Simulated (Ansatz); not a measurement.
Cost and result for the atomization energy of C5H10O, SMILES `CCCCC=O` (16 atoms, 15 bonds).

```xyz
16

C    -0.7628   -0.1296   -1.7917
C     0.5813   -0.0994   -1.0822
C     0.6135    0.7970    0.1512
C    -0.2987    0.3495    1.2795
C     0.1357   -0.8926    1.9969
O     1.1661   -1.4788    1.8056
H    -1.0823    0.8768   -2.0788
H    -0.7126   -0.7324   -2.7011
H    -1.5499   -0.5598   -1.1669
H     0.8799   -1.1125   -0.7995
H     1.3447    0.2570   -1.7809
H     0.3373    1.8168   -0.1380
H     1.6374    0.8435    0.5322
H    -0.3804    1.1242    2.0551
H    -1.3321    0.1929    0.9462
H    -0.5772   -1.2526    2.7723
```

Total charge 0; spin multiplicity 1. The structure was optimised at the PBE0-D4/def2-TZVP level. It is one conformer, not always the lowest. Program: Ansatz. All runs use 2 threads of an AMD EPYC 7R13 on a shared host and a share of an NVIDIA H100 80 GB. Times are those of one run each, without the atoms' runs, and a repeat can differ threefold. Electronic energies, without spin–orbit coupling; frozen cores. CCSD(T)/CBS adds CCSD(T) − MP2 in def2-TZVPP to the MP2 limit, and its time is that of the two runs behind it. T1 = 0.012. B3LYP takes the VWN-RPA correlation (the form of Gaussian; ORCA's B3LYP/G).

CCSD(T)/CBS is a level of theory with its own doubt, some kJ/mol a heavy atom from the limit and from the frozen cores, so smaller differences don't rank the functionals.

| level | functions | wall time |
| --- | --- | --- |
| B2PLYP/def2-TZVPP | 326 | 7.5 s |
| ωB97X-V/def2-TZVPP | 326 | 10 s |
| MP2/def2-QZVPP | 642 | 11 s |
| PBE0-D4/def2-TZVPP | 326 | 12 s |
| ωB97M-V/def2-TZVPP (with forces) | 326 | 12 s |
| CCSD(T)/def2-TZVPP | 326 | 13 s |
| B3LYP-D4/def2-TZVPP (with forces) | 326 | 13 s |
| r2SCAN-D4/def2-TZVPP (with forces) | 326 | 14 s |
| PBE-D4/def2-TZVPP (with forces) | 326 | 15 s |
| CCSD(T)/CBS(def2) | – | 24 s |

Q: What atomization energy does each give, and how far from CCSD(T)/CBS? (Estimate.)

A: Computed: 
```json
{"level": "B2PLYP/def2-TZVPP", "atomization (kJ/mol)": "6469.5", "difference from CCSD(T)/CBS": "-53.4", "per bond": "-3.6"}
{"level": "ωB97X-V/def2-TZVPP", "atomization (kJ/mol)": "6535.4", "difference from CCSD(T)/CBS": "12.5", "per bond": "0.8"}
{"level": "MP2/def2-QZVPP", "atomization (kJ/mol)": "6554.4", "difference from CCSD(T)/CBS": "31.5", "per bond": "2.1"}
{"level": "PBE0-D4/def2-TZVPP", "atomization (kJ/mol)": "6572.6", "difference from CCSD(T)/CBS": "49.7", "per bond": "3.3"}
{"level": "ωB97M-V/def2-TZVPP (with forces)", "atomization (kJ/mol)": "6544.7", "difference from CCSD(T)/CBS": "21.8", "per bond": "1.5"}
{"level": "CCSD(T)/def2-TZVPP", "atomization (kJ/mol)": "6381.7", "difference from CCSD(T)/CBS": "-141.2", "per bond": "-9.4"}
{"level": "B3LYP-D4/def2-TZVPP (with forces)", "atomization (kJ/mol)": "6531.5", "difference from CCSD(T)/CBS": "8.6", "per bond": "0.6"}
{"level": "r2SCAN-D4/def2-TZVPP (with forces)", "atomization (kJ/mol)": "6544.2", "difference from CCSD(T)/CBS": "21.3", "per bond": "1.4"}
{"level": "PBE-D4/def2-TZVPP (with forces)", "atomization (kJ/mol)": "6677.5", "difference from CCSD(T)/CBS": "154.6", "per bond": "10.3"}
{"level": "CCSD(T)/CBS(def2)", "atomization (kJ/mol)": "6522.9", "difference from CCSD(T)/CBS": "0.0", "per bond": "0.0"}
```

In def2-TZVPP, CCSD(T) changes the Hartree–Fock value by +1527.0 kJ/mol (the triples alone add +87.9 kJ/mol) and MP2 by +1616.9 kJ/mol; breaking electron pairs costs correlation energy, which Hartree–Fock lacks. From PBE to PBE0 (25 % exact exchange), in def2-TZVPP and without D4, the atomization energy moves by −100.2 kJ/mol: exact exchange takes away binding that semilocal exchange gives to molecules. The D4 term adds +47.3 kJ/mol with B3LYP and +25.3 kJ/mol with PBE0; it sums over pairs of atoms, weighted by their polarisabilities, and B3LYP, whose exchange is more repulsive, gets the larger term.
